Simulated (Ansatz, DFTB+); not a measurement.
## Redistribution: C2H3N + CH4S → C2H2S + CH5N

Species: C2H3N `C#CN`, singlet; CH4S (methanethiol) `CS`, singlet; C2H2S (ethynethiol) `C#CS`, singlet; CH5N (methylamine) `CN`, singlet. The partners trade NH2 for SH; both sit on C, so the bond types are kept.

Shapes, held fixed at every level: PBE0-D4/def2-TZVP. Programs: Ansatz 0.2.0, DFTB+ 25.1. The zero-point and thermal change to 298 K, harmonic and unscaled (PBE0-D4/def2-TZVP), is +2.1 kJ/mol.

(1) Estimate ΔH(298 K) of this reaction.

## Answers

(1) The highest level, CCSD(T)/CBS estimate, gives ΔH(298 K) = +13.3 kJ/mol; the levels span -7.0 to +24.8. They disagree on the sign: 7 of 8 are positive. The column of differences is taken from that level and isn't an error. No measured value is set beside it here. The CBS estimate extrapolates MP2 from def2-TZVPP and def2-QZVPP and adds CCSD(T) − MP2 in the triple-zeta set, cores frozen. Times are processor times on shared x86 and Arm servers, and rough.

```json
{"level": "DFTB2", "kind": "semi-empirical", "ΔH(298 K) (kJ/mol)": "-7.0", "less CCSD(T)/CBS estimate": "-20.3", "CPU time (sum over the molecules)": "0.21 s"}
{"level": "HF/def2-TZVPP", "kind": "Hartree–Fock", "ΔH(298 K) (kJ/mol)": "+21.8", "less CCSD(T)/CBS estimate": "+8.5", "CPU time (sum over the molecules)": "–"}
{"level": "SPW92/def2-TZVPP", "kind": "LDA", "ΔH(298 K) (kJ/mol)": "+24.8", "less CCSD(T)/CBS estimate": "+11.5", "CPU time (sum over the molecules)": "4.5 s"}
{"level": "PBE-D4/def2-TZVPP", "kind": "GGA", "ΔH(298 K) (kJ/mol)": "+18.9", "less CCSD(T)/CBS estimate": "+5.6", "CPU time (sum over the molecules)": "9.1 s"}
{"level": "r2SCAN0-D4/def2-TZVPP", "kind": "global hybrid", "ΔH(298 K) (kJ/mol)": "+21.0", "less CCSD(T)/CBS estimate": "+7.7", "CPU time (sum over the molecules)": "16 s"}
{"level": "wB97X-V/def2-TZVPP", "kind": "range-separated hybrid", "ΔH(298 K) (kJ/mol)": "+19.9", "less CCSD(T)/CBS estimate": "+6.6", "CPU time (sum over the molecules)": "26 s"}
{"level": "MP2/def2-TZVPP", "kind": "perturbation theory", "ΔH(298 K) (kJ/mol)": "+11.3", "less CCSD(T)/CBS estimate": "-2.0", "CPU time (sum over the molecules)": "–"}
{"level": "CCSD(T)/CBS estimate", "kind": "coupled cluster or CI", "ΔH(298 K) (kJ/mol)": "+13.3", "less CCSD(T)/CBS estimate": "0.0", "CPU time (sum over the molecules)": "11 min"}
```
